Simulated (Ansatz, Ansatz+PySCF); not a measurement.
```csv
atom,x (Å),y (Å),z (Å)
Si,0.0075,-0.0049,-0.1386
H,-0.0057,1.1043,0.9403
H,-0.0040,-1.0887,0.9444
```

RHF-MP2 on singlet SiH₂ was run in several spherical basis sets with Ansatz (development build ahead of 0.2.0). Frozen core: 5 orbitals.

Task: Rank the basis sets by the total energy that they give, lowest first, with the distance from the lowest.
A. def2-TZVP
B. STO-3G
C. cc-pVDZ
D. 6-31G(d)
E. def2-SVP
F. cc-pVTZ

Result: F (0.00 eV), A (0.31 eV), C (0.89 eV), D (2.01 eV), E (3.47 eV), B (93.71 eV).

Totals follow the description of the cores as much as that of the bonds, so this order isn't one of quality for chemistry.
